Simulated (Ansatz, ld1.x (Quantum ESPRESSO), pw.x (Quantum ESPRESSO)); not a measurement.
## Equation-of-state test of one RRKJ potential (P (Z = 15))

- Element: P
- Generator: ld1.x (Quantum ESPRESSO) 7.5
- Type: norm-conserving RRKJ (Kleinman–Bylander form)
- Functional: LDA (PW92)
- Relativity: scalar-relativistic
- Frozen core: [Ne]
- Valence charge: 5
- Reference configuration: 3s2 3p2 (charge +1)
- Partial waves: 3p (bound): rc 1.90 bohr; 3d channel at 0.05 Ry: rc 1.80 bohr; 3s (bound): rc 1.70 bohr
- Local potential: the s channel
- Core correction: a·sin(br)/r model core, default radius (core density twice the valence density)
- rho0: 0.02

Atomic tests: cutoffs needed: 30 Ry and 45 Ry (the cutoffs (Ry, on a coarse ladder) from which the occupation-weighted sum of valence levels, in a spherical-Bessel basis at the reference potential, stays within 10 and 1 mRy of its value at 400 Ry); ghost test: no extra level below or beside the all-electron valence levels (p, d, s, f tested) (spherical-Bessel basis up to 400 Ry, 20 bohr box); largest excitation error: +184 meV (all-electron minus pseudo) for 3s1 3p0, out of 7 test configurations.

Crystal test: bcc P in pw.x 7.5, no spin, 15³ k-points, Fermi–Dirac smearing 0.01 Ry, cutoffs 55/220 Ry. The reference is all-electron LAPW (Ansatz 0.2.0) with the same functional, mesh and smearing; V0 and B0 come from Birch–Murnaghan fits to the pressures at five volumes. Errors are pseudo minus all-electron; Δ is the rms difference of the E(V) curves that follow from these fits, minima aligned, over ±6 % about the mean V0. Mesh and smearing are coarse, so the numbers serve the comparison and aren't converged zero-temperature values; the lattice is a test structure that the element need not adopt.

```csv
V (Å³/atom),P all-electron (GPa),P pseudo (GPa)
12.952,5.54,5.11
13.293,2.33,1.93
13.634,-0.50,-0.89
13.975,-3.02,-3.39
14.316,-5.26,-5.62
```

All-electron: a0 = 3.005 Å (V0 = 13.57 Å³/atom), B0 = 108.8 GPa.

Pseudopotential: mean pressure error (GPa): -0.39; a0 (Å): 3.002; a0 error (%): -0.12; B0 error (%): +0.7; Δ (meV/atom): 1.2.

Problem. At the middle volume, how do free energy and pressure move when the wave cutoff is lowered (ecutrho kept at four times it)?

Solution.

| cutoff (Ry) | shift of F (meV/atom) | shift of P (GPa) |
| --- | --- | --- |
| 25 | +189.3 | -3.31 |
| 33 | +77.0 | -2.88 |
| 44 | +7.2 | -0.66 |

The run at the middle volume (120 k-points, 7 iterations) took about 7.8 s on one core of a shared host (Neoverse-V1, 32 threads, 247 GiB, load 20).
